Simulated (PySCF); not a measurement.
Species: C4H9OS (charge -1).
Numbering: `[CH3:1][O:2][CH2:3][C@H:4]([CH3:5])[S-:6]` (hydrogens: H7, H8, H9 on C1; H10, H11 on C3; H12 on C4; H13, H14, H15 on C5)

The geometry is computed with GFN2-xTB (gas phase).

(1) Give the optimised bond lengths and angles.

## Answers

(1) 
```
                  bond  length (Å)   order
                 C1–O2       1.412  single
                 O2–C3       1.416  single
                 C3–C4       1.536  single
                 C4–C5       1.528  single
                 C4–S6       1.816  single
                 C1–H7       1.100  single
          C1–H8, C1–H9       1.094  single
                C3–H10       1.100  single
                C3–H11       1.101  single
                C4–H12       1.101  single
C5–H13, C5–H14, C5–H15       1.091  single
```

Bonds in one row agree within 0.01 Å and their mean is given. Orders are formal, as drawn. A selection of angles:
```
     angle  degrees
  O2–C1–H7    110.4
  O2–C1–H8    107.2
  O2–C1–H9    110.8
  H7–C1–H8    109.4
  H8–C1–H9    110.5
  C1–O2–C3    112.6
  O2–C3–C4    114.7
 O2–C3–H10    104.2
 O2–C3–H11    110.0
 C4–C3–H10    109.9
 C4–C3–H11    109.2
H10–C3–H11    108.6
  C3–C4–C5    109.7
  C3–C4–S6    112.3
 C3–C4–H12    107.8
  C5–C4–S6    109.6
 C5–C4–H12    109.0
 S6–C4–H12    108.3
 C4–C5–H13    109.5
 C4–C5–H14    111.7
H13–C5–H14    108.9
H13–C5–H15    108.1
```

Dihedral angles: C1–O2–C3–C4 -71° (synclinal); O2–C3–C4–C5 -152° (antiperiplanar).

Of the pairs four or more bonds apart, S6···H9 is among the closest relative to their van der Waals radii: 2.35 Å, 78 % of the sum of Bondi's values.

Point group: C1 (no symmetry element, even within 0.4 Å). GFN2-xTB frequencies: not computed here.

One conformer stands for the species.
